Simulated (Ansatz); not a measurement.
**CH3NaS (SMILES [Na][CH2]S): single points off equilibrium**

One table from this session's results is given with a row withheld; the runs are named, their logs left out.

The runs use Ansatz 0.2.0, Gaussian basis; single points in def2-TZVPP.

Cores are frozen in the correlated methods. The outer core shell of Li, Na, Mg and K is correlated.

## The starting structure

SMILES `[Na][CH2]S`, 6 atoms, charge 0, spin multiplicity 1.

Atoms are counted from 1 here; the program's logs count them from 0.

Bond lengths: Na1–C2 2.564 Å, C2–S3 1.876 Å, C2–H4 1.300 Å, C2–H5 1.091 Å, S3–H6 1.197 Å. Angles: Na1–C2–S3 104.9°, Na1–C2–H4 107.0°, Na1–C2–H5 119.4°, S3–C2–H4 106.3°, S3–C2–H5 108.3°, H4–C2–H5 110.1°, C2–S3–H6 102.5°.

As a file:

```mol
CH3NaS
  3D, bonds by distance, orders not assigned

  6  5  0  0  0  0  0  0  0  0999 V2000
   -2.4525    0.2386    0.1398 Na  0  0
    0.0138   -0.0655   -0.4909 C   0  0
    0.8646   -0.5556    1.1082 S   0  0
    0.0819   -1.1024   -1.2719 H   0  0
    0.5625    0.7702   -0.9288 H   0  0
    1.0216    0.4988    1.6520 H   0  0
  1  2  8  0
  2  3  8  0
  2  4  8  0
  2  5  8  0
  3  6  8  0
M  END
```

Set-up of the first run:

Input file run/in.yaml:

```yaml
crystal:
  periodic: [false, false, false]
  atoms:
    - {symbol: Na, position_ang: [-2.452500, 0.238600, 0.139800]}
    - {symbol: C, position_ang: [0.013800, -0.065500, -0.490900]}
    - {symbol: S, position_ang: [0.864600, -0.555600, 1.108200]}
    - {symbol: H, position_ang: [0.081900, -1.102400, -1.271900]}
    - {symbol: H, position_ang: [0.562500, 0.770200, -0.928800]}
    - {symbol: H, position_ang: [1.021600, 0.498800, 1.652000]}
basis:
  gaussian: {orbitals: def2-TZVPP}
correlation: {method: ccsd_t}
output: {forces: true}
```

The command line of these runs was not kept.

Among the steps run: CCSD(T)/def2-TZVPP; PBE0-D4/def2-TZVPP; wB97M-V/def2-TZVPP; r2SCAN-D4/def2-TZVPP; PBE-D4/def2-TZVPP; LC-wPBE/def2-TZVPP; revPBE-D4/def2-TZVPP.

One of the session's tables, all rows but one given; the rest of the session is left out.

| method | RMS force component (eV/Å) | angle to CCSD(T) forces (°) | dipole (D) |
| --- | --- | --- | --- |
| CCSD(T) | 2.248 | reference | 7.87 |
| PBE0-D4 | 2.307 | 3.2 | 7.43 |
| wB97M-V | 2.264 | 1.6 | 8.02 |
| r2SCAN-D4 | ? | ? | ? |
| PBE-D4 | 2.332 | 4.4 | 6.21 |
| LC-wPBE | 2.314 | 4.1 | 8.63 |
| revPBE-D4 | 2.319 | 4.8 | 6.27 |

**Question.** Estimate the row for r2SCAN-D4.

As computed: RMS force component (eV/Å): 2.287; angle to CCSD(T) forces (°): 1.7; dipole (D): 7.32. In the column «RMS force component (eV/Å)» it lies between wB97M-V (2.264) and PBE0-D4 (2.307).
